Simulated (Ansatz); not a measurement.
**One shape, several levels: PH3 (phosphine)**

Wanted: a comparison of 6 runs (HF/STO-3G, HF/def2-SVP, B3LYP/6-31G*, PBE/def2-SVP, PBE0/def2-SVP, MP2/def2-SVP) of PH3 (phosphine). 

Program for the calculation: Ansatz 0.2.0.

7 further runs of the same task are left out: 1 for a known fault of the program, 2 that didn't finish, 4 set aside as unsound or not needed.

**1. The structure to begin with**

The species is PH3 (4 atoms), meant as a singlet with charge 0. SMILES: `P`. Geometry: relaxed at PBE0-D4/def2-TZVP.

Bond lengths: P1–H2 1.420 Å, P1–H3 1.420 Å, P1–H4 1.420 Å. Angles: H2–P1–H3 93.1°, H2–P1–H4 93.1°, H3–P1–H4 93.1°.

**2. Energy and forces at HF/STO-3G (run 1)**

in.yaml reads:

```yaml
crystal:
  periodic: [false, false, false]
  atoms:
    - {symbol: P, position_ang: [0.346000, -0.326500, -0.332800]}
    - {symbol: H, position_ang: [0.630900, -0.034000, 1.027000]}
    - {symbol: H, position_ang: [-1.005500, -0.663000, -0.057200]}
    - {symbol: H, position_ang: [0.028700, 1.023500, -0.636900]}
basis:
  gaussian:
    orbitals: STO-3G
hamiltonian:
  xc: hf
magnetization:
  spin_polarized: false
  initial_magnetization: 0
output:
  forces: true
  orbitals: {seedname: orbitals}
accuracy: high
```

Command:

```bash
ansatz run in.yaml --threads 1 --pin off --max-ram 2610MiB --events-out events.jsonl --progress --plain --runs-dir runs
```

The log of the run:

```text
Warning: RAYON_NUM_THREADS=1 ignored (pool sized by the plan → 1); use --threads N
Functional definition: HF
  name "HF"
  exchange = exact_x
  correlation = 0
181 factors; integrals over basis functions are off by at most 9.3e-9 eV
mean field evaluation 1: about -9214.6260 eV, gradient 3.1e0 eV
mean field evaluation 2: about -9214.6378 eV, gradient 3.2e0 eV
mean field evaluation 4: about -9214.6905 eV, gradient 2.1e-1 eV
mean field evaluation 8: about -9214.6908 eV, gradient 2.7e-6 eV
mean field -9214.69077879 eV, -338.6336401788 hartree, gradient 5.5e-9 eV, S^2 0.000000; 0 other end points of the search recorded, 0 dependent functions left out
the calculation of the forces begins
reference -9214.69077879 eV, -338.6336401788 hartree; 9, 9 occupied and 3, 3 virtual orbitals, 181 factors
Total energy: -9214.69077879 eV, -338.6336401788 hartree
Atom 0 at     0.346000    -0.326500    -0.332800 Å, force    -1.236256     1.165755     1.191191 eV/Å
Atom 1 at     0.630900    -0.034000     1.027000 Å, force    -0.217424    -0.268183    -1.170957 eV/Å
Atom 2 at    -1.005500    -0.663000    -0.057200 Å, force     1.163906     0.263441    -0.255448 eV/Å
Atom 3 at     0.028700     1.023500    -0.636900 Å, force     0.289774    -1.161013     0.235214 eV/Å
Dipole moment:    -0.065716     0.062039     0.063168 e Å
```

It took 0.08 s on 1 thread of Arm Neoverse V1, shared host.

**3. Energy and forces at HF/def2-SVP (run 2)**

molecule.yaml reads:

```yaml
crystal:
  periodic: [false, false, false]
  atoms:
    - {symbol: P, position_ang: [0.346000, -0.326500, -0.332800]}
    - {symbol: H, position_ang: [0.630900, -0.034000, 1.027000]}
    - {symbol: H, position_ang: [-1.005500, -0.663000, -0.057200]}
    - {symbol: H, position_ang: [0.028700, 1.023500, -0.636900]}
basis:
  gaussian:
    orbitals: def2-SVP
hamiltonian:
  xc: hf
accuracy: high
output: {forces: true, orbitals: {seedname: orbitals}}
```

Command:

```bash
ansatz run molecule.yaml --threads 1 --pin off --max-ram 2610MiB --events-out events.jsonl --progress --plain --runs-dir runs
```

The log of the run (excerpt; [...] marks lines left out):

```text
Warning: RAYON_NUM_THREADS=1 ignored (pool sized by the plan → 1); use --threads N
[... 2 set-up lines as earlier in the session ...]
[...]
657 factors; integrals over basis functions are off by at most 3.5e-9 eV
[...]
mean field -9316.18555213 eV, -342.3635043035 hartree, gradient 2.9e-8 eV, S^2 0.000000; 0 other end points of the search recorded, 0 dependent functions left out
[...]
reference -9316.18555213 eV, -342.3635043035 hartree; 9, 9 occupied and 24, 24 virtual orbitals, 657 factors
Total energy: -9316.18555213 eV, -342.3635043035 hartree
Atom 0 at     0.346000    -0.326500    -0.332800 Å, force    -0.369586     0.348143     0.356866 eV/Å
Atom 1 at     0.630900    -0.034000     1.027000 Å, force     0.117066    -0.114946    -0.127240 eV/Å
Atom 2 at    -1.005500    -0.663000    -0.057200 Å, force     0.131080    -0.109101    -0.117746 eV/Å
Atom 3 at     0.028700     1.023500    -0.636900 Å, force     0.121440    -0.124096    -0.111880 eV/Å
Dipole moment:    -0.097110     0.091665     0.093370 e Å
```

Wall time 0.28 s (1 thread of Arm Neoverse V1, shared host).

Runs 3 to 5 aren't shown in full; the table further down has their settings and results.

**4. Energy and forces at MP2/def2-SVP (run 6)**

job.yaml reads:

```yaml
crystal:
  periodic: [false, false, false]
  atoms:
    - {symbol: P, position_ang: [0.346000, -0.326500, -0.332800]}
    - {symbol: H, position_ang: [0.630900, -0.034000, 1.027000]}
    - {symbol: H, position_ang: [-1.005500, -0.663000, -0.057200]}
    - {symbol: H, position_ang: [0.028700, 1.023500, -0.636900]}
basis:
  gaussian:
    orbitals: def2-SVP
total_charge: 0
magnetization:
  spin_polarized: false
  initial_magnetization: 0
correlation:
  method: mp2
  frozen_orbitals: {H: 0, P: 5}
accuracy: high
output: {forces: true, orbitals: {seedname: orbitals}}
```

Command:

```bash
ansatz run job.yaml --threads 1 --pin off --max-ram 2610MiB --events-out events.jsonl --progress --plain --runs-dir runs
```

The log of the run (excerpt; [...] marks lines left out):

```text
Warning: RAYON_NUM_THREADS=1 ignored (pool sized by the plan → 1); use --threads N
[... 2 set-up lines as earlier in the session ...]
[...]
657 factors; integrals over basis functions are off by at most 3.5e-9 eV
[...]
mean field -9316.18555213 eV, -342.3635043035 hartree, gradient 2.9e-8 eV, S^2 0.000000; 0 other end points of the search recorded, 0 dependent functions left out
5 core orbitals not correlated: weight in the atoms' cores, before any rotation towards them, 1.000 or more for the frozen orbitals, at most 0.000 for the correlated occupied ones
reference -9316.18555213 eV, -342.3635043035 hartree; 4, 4 occupied and 24, 24 virtual orbitals, 657 factors
second order -3.61995510 eV of doubles, -0.00000000 eV of singles
[...]
Total energy: -9319.80550724 eV, -342.4965351999 hartree
Atom 0 at     0.346000    -0.326500    -0.332800 Å, force    -0.131457     0.123439     0.127737 eV/Å
Atom 1 at     0.630900    -0.034000     1.027000 Å, force     0.020277    -0.036735    -0.072186 eV/Å
Atom 2 at    -1.005500    -0.663000    -0.057200 Å, force     0.072430    -0.016271    -0.037409 eV/Å
Atom 3 at     0.028700     1.023500    -0.636900 Å, force     0.038751    -0.070433    -0.018142 eV/Å
Dipole moment:    -0.100021     0.094411     0.096173 e Å
```

It took 0.36 s on 1 thread of Arm Neoverse V1, shared host.

**5. Overview of the runs**

```
run                               level  Cartesian functions  frozen core orbitals  energy (Eh)  dipole moment (D)  HOMO energy (eV)  LUMO energy (eV)  wall time
  1                           HF/STO-3G                   no                     –  -338.633640               0.53             -8.16             12.82     0.08 s
  2                         HF/def2-SVP                   no                     –  -342.363504               0.78            -10.55              4.88     0.28 s
  3  B3LYP/6-31G* (Cartesian functions)                  yes                     –  -343.140249               0.97             -7.51              0.89      1.1 s
  4                        PBE/def2-SVP                   no                     –  -342.860880               0.91             -6.53              0.35      1.1 s
  5                       PBE0/def2-SVP                   no                     –  -342.895978               0.93             -7.75              1.30      1.1 s
  6                        MP2/def2-SVP                   no                     5  -342.496535               0.81            -10.55              4.88     0.36 s
```

**6. Results**

```
                                          quantity          value
                               run 6: total energy  -342.49654 Eh
         run 6: dipole moment (correlated density)         0.81 D
        run 6: HOMO energy (Hartree–Fock orbitals)      -10.55 eV
        run 6: LUMO energy (Hartree–Fock orbitals)        4.88 eV
      run 6: HOMO–LUMO gap (Hartree–Fock orbitals)       15.43 eV
run 6: correlation energy (5 core orbitals frozen)     -133.0 mEh
                   run 6: largest force on an atom     0.221 eV/Å
```

The dipole moment (its size) runs from 0.53 D (HF/STO-3G) to 0.97 D (B3LYP/6-31G*). The two ends differ in method and basis. Over runs 1, 2, 3, 4, 5 the HOMO–LUMO gap runs from 6.88 eV (PBE/def2-SVP) to 20.98 eV (HF/STO-3G). Totals of different functionals can't be ranked against each other. In run 1 the basis is minimal, so the values are rough. All runs together took 4 s, the longest 1.1 s.
